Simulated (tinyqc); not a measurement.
Inside a calculation. Method: CCSD on RHF in the sto-6g basis, frozen core, for H2O, spin multiplicity 1. One step of it, computed by the program tinyqc.

Question. CCSD: starting amplitudes. t_ij^ab = <ij||ab> / (e_i + e_j - e_a - e_b), whose energy is MP2.

orbital energies (hartree): MO1 -20.537088, MO2 -1.223849, MO3 -0.529091, MO4 -0.465931, MO5 -0.399983, MO6 0.480292, MO7 0.543047

Two-electron integrals over orbitals (pq|rs), unique and non-zero (hartree); the lowest 1 orbital is frozen and left out:
```
(22|22) 0.728645    (32|32) 0.130007    (33|22) 0.624852    (33|33) 0.602487
(42|22) -0.025277   (42|33) 0.001118    (42|42) 0.129321    (43|32) 0.023863
(43|43) 0.057256    (44|22) 0.653835    (44|33) 0.569927    (44|42) -0.088652
(44|44) 0.685942    (52|52) 0.150619    (53|53) 0.027419    (54|52) -0.046126
(54|54) 0.048301    (55|22) 0.756572    (55|33) 0.611144    (55|42) -0.084559
(55|44) 0.680868    (55|55) 0.880663    (62|22) 0.133948    (62|33) 0.072701
(62|42) 0.031737    (62|44) 0.056899    (62|55) 0.140100    (62|62) 0.097684
(63|32) -0.028040   (63|43) -0.034249   (63|63) 0.066361    (64|22) 0.128551
(64|33) 0.053299    (64|42) -0.060734   (64|44) 0.131110    (64|55) 0.154386
(64|62) 0.055556    (64|64) 0.105777    (65|52) 0.049087    (65|54) 0.006250
(65|65) 0.034548    (66|22) 0.608141    (66|33) 0.558019    (66|42) 0.042782
(66|44) 0.554611    (66|55) 0.591066    (66|62) 0.098996    (66|64) 0.056858
(66|66) 0.595826    (72|32) 0.052908    (72|43) -0.033776   (72|63) 0.030857
(72|72) 0.066016    (73|22) 0.160567    (73|33) 0.091357    (73|42) -0.084701
(73|44) 0.131771    (73|55) 0.200909    (73|62) 0.066357    (73|64) 0.107651
(73|66) 0.047110    (73|73) 0.164263    (74|32) -0.075061   (74|43) -0.015952
(74|63) 0.052554    (74|72) -0.014667   (74|74) 0.074861    (75|53) 0.023714
(75|75) 0.023644    (76|32) 0.081110    (76|43) 0.061651    (76|63) -0.057745
(76|72) -0.007936   (76|74) -0.063006   (76|76) 0.108833    (77|22) 0.601426
(77|33) 0.583259    (77|42) -0.012171   (77|44) 0.568911    (77|55) 0.596913
(77|62) 0.058732    (77|64) 0.044469    (77|66) 0.555416    (77|73) 0.080788
(77|77) 0.588400
```

Give: Starting amplitudes; correlation energy.

Answer.

Starting amplitudes (spin orbitals 1a, 1b, ...; amplitudes related by a flip of all spins are not repeated):

| from | to | t |
|---|---|---|
| 3a 3b | 7a 7b | -0.077 |
| 4a 4b | 6a 6b | -0.056 |
| 3a 4b | 6b 7a | 0.053 |
| 4a 4b | 7a 7b | -0.037 |
| 3a 3b | 6a 6b | -0.033 |
| 2a 2b | 6a 6b | -0.029 |
| 3a 4a | 6a 7a | 0.027 |
| 3a 4b | 6a 7b | -0.026 |
| 2a 3b | 6a 7b | -0.024 |
| 2a 4b | 6a 6b | -0.021 |
| 5a 5b | 6a 6b | -0.020 |
| 2a 2b | 7a 7b | -0.019 |
| 2a 3a | 6a 7a | -0.013 |
| 5a 5b | 7a 7b | -0.013 |
| 2a 3b | 6b 7a | 0.011 |
| 2a 4b | 7a 7b | 0.005 |

correlation energy = -0.05294 hartree
